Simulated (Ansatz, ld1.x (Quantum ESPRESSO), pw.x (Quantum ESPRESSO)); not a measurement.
## Equation-of-state test of one ultrasoft potential (Sb)

ld1.x (Quantum ESPRESSO) 7.5 input, shortened:

```
&input
   title='Sb', zed=51., rel=1, dft='PW', iswitch=3,
   config='[Kr] 4d10 5s2 5p3 5d-2'
 /
 &inputp
   pseudotype=3, tm=.true., lloc=-1, rcloc=1.65,
   nlcc=.false.,
   which_augfun='PSQ', rmatch_augfun=1.75
 /
6
5S  1  0   2.00   0.00  1.55  1.90  0.0
5S  1  0   0.00   2.50  1.55  1.90  0.0
5P  2  1   3.00   0.00  2.30  2.75  0.0
5P  2  1   0.00   0.65  2.30  2.75  0.0
5D  3  2  -2.00  -0.20  2.45  2.80  0.0
5D  3  2  -2.00   1.85  2.45  2.80  0.0
 &test
   configts(1)='5s2 5p3'
 /
```

Atomic tests: cutoffs needed: 10 Ry and 15 Ry (the cutoffs (Ry, on a coarse ladder) from which the occupation-weighted sum of valence levels, in a spherical-Bessel basis at the reference potential, stays within 10 and 1 mRy of its value at 400 Ry); ghost test: no extra level below or beside the all-electron valence levels (s, p, d, f tested) (spherical-Bessel basis up to 400 Ry, 20 bohr box); largest excitation error: +82 meV (all-electron minus pseudo) for 5s2 5p0, out of 7 test configurations.

Crystal test: diamond Sb in pw.x 7.5, no spin, 8³ k-points, Fermi–Dirac smearing 0.01 Ry, cutoffs 40/320 Ry. The reference is all-electron LAPW (Ansatz 0.2.0) with the same functional, mesh and smearing; V0 and B0 come from Birch–Murnaghan fits to the pressures at five volumes. Errors are pseudo minus all-electron; Δ is the rms difference of the E(V) curves that follow from these fits, minima aligned, over ±6 % about the mean V0. Mesh and smearing are coarse, so the numbers serve the comparison and aren't converged zero-temperature values; the lattice is a test structure that the element need not adopt.

All-electron: a0 = 6.821 Å (V0 = 39.67 Å³/atom), B0 = 37.1 GPa.

Problem. How far does the potential miss the all-electron equation of state?

Solution. mean pressure error (GPa): -0.20; a0 (Å): 6.809; a0 error (%): -0.18; B0 error (%): +0.8; Δ (meV/atom): 1.7. The logarithmic derivative shows an extra or strongly shifted pseudo pole above the reference energy (s near 0.05 Ry).

| V (Å³/atom) | P all-electron (GPa) | P pseudo (GPa) |
| --- | --- | --- |
| 37.726 | 2.06 | 1.84 |
| 38.719 | 0.94 | 0.73 |
| 39.712 | -0.04 | -0.24 |
| 40.705 | -0.91 | -1.09 |
| 41.698 | -1.67 | -1.85 |

Problem. At the middle volume, how do free energy and pressure move when the wave cutoff is lowered (ecutrho held at 320 Ry)?

Solution.

```
cutoff (Ry)  shift of F (meV/atom)  shift of P (GPa)
         18                   +9.4             -0.02
         24                   +2.8             -0.02
         32                   +1.4             +0.01
```

Input at the middle volume:

```
&control
  calculation='scf', prefix='x', pseudo_dir='./', outdir='./tmp', tstress=.true., disk_io='none'
/
&system
  ibrav=0, nat=2, ntyp=1, ecutwfc=40, ecutrho=320, nbnd=12,
  occupations='smearing', smearing='fd', degauss=0.01
/
&electrons
  conv_thr=1e-09, mixing_beta=0.4, electron_maxstep=70
/
ATOMIC_SPECIES
Sb 1.0 Sb.UPF
CELL_PARAMETERS angstrom
  0.00000000 3.41172423 3.41172423
  3.41172423 0.00000000 3.41172423
  3.41172423 3.41172423 0.00000000
ATOMIC_POSITIONS crystal
Sb 0.0000 0.0000 0.0000
Sb 0.2500 0.2500 0.2500
K_POINTS automatic
8 8 8 0 0 0
```

```bash
pw.x < Sb.scf.in > Sb.scf.out
```

Lines of the output:

```
Message from routine setup:
     using ibrav=0 with symmetry is DISCOURAGED, use correct ibrav instead
     lattice parameter (alat)  =       9.1178  a.u.
     unit-cell volume          =     535.9797 (a.u.)^3
     number of electrons       =        10.00
     number of Kohn-Sham states=           12
     kinetic-energy cutoff     =      40.0000  Ry
     charge density cutoff     =     320.0000  Ry
     scf convergence threshold =      1.0E-09
     Exchange-correlation= PW
     number of k points=    29  Fermi-Dirac smearing, width (Ry)=  0.0100
     iteration #  1     ecut=    40.00 Ry     beta= 0.40
     total energy              =     -22.46704340 Ry
     estimated scf accuracy    <       0.01035303 Ry
     iteration #  2     ecut=    40.00 Ry     beta= 0.40
     total energy              =     -22.46655625 Ry
     estimated scf accuracy    <       0.00276768 Ry
     iteration #  3     ecut=    40.00 Ry     beta= 0.40
     total energy              =     -22.46672681 Ry
     estimated scf accuracy    <       0.00006568 Ry
     iteration #  4     ecut=    40.00 Ry     beta= 0.40
     c_bands:  1 eigenvalues not converged
     c_bands:  2 eigenvalues not converged
     total energy              =     -22.46675927 Ry
     estimated scf accuracy    <       0.00000187 Ry
     iteration #  5     ecut=    40.00 Ry     beta= 0.40
     c_bands:  1 eigenvalues not converged
     total energy              =     -22.46676102 Ry
     estimated scf accuracy    <       0.00000144 Ry
     iteration #  6     ecut=    40.00 Ry     beta= 0.40
     total energy              =     -22.46676101 Ry
     estimated scf accuracy    <       0.00000145 Ry
     iteration #  7     ecut=    40.00 Ry     beta= 0.40
     total energy              =     -22.46676102 Ry
     estimated scf accuracy    <       0.00000014 Ry
     iteration #  8     ecut=    40.00 Ry     beta= 0.40
     the Fermi energy is     3.8173 ev
!    total energy              =     -22.46676103 Ry
     estimated scf accuracy    <          6.2E-10 Ry
     smearing contrib. (-TS)   =      -0.00669988 Ry
     The total energy is F=E-TS. E is the sum of the following terms:
     one-electron contribution =       1.72384540 Ry
     hartree contribution      =       2.20361863 Ry
     xc contribution           =      -5.49947435 Ry
     ewald contribution        =     -20.88805083 Ry
     convergence has been achieved in   8 iterations
          total   stress  (Ry/bohr**3)                   (kbar)     P=       -2.39
     Message from routine punch:
     Nothing written, as per user request (disk_io='none')
```

The run at the middle volume (29 k-points, 8 iterations) took about 16 s on one core of a shared host (Neoverse-V2, 32 threads, 247 GiB, load 37).
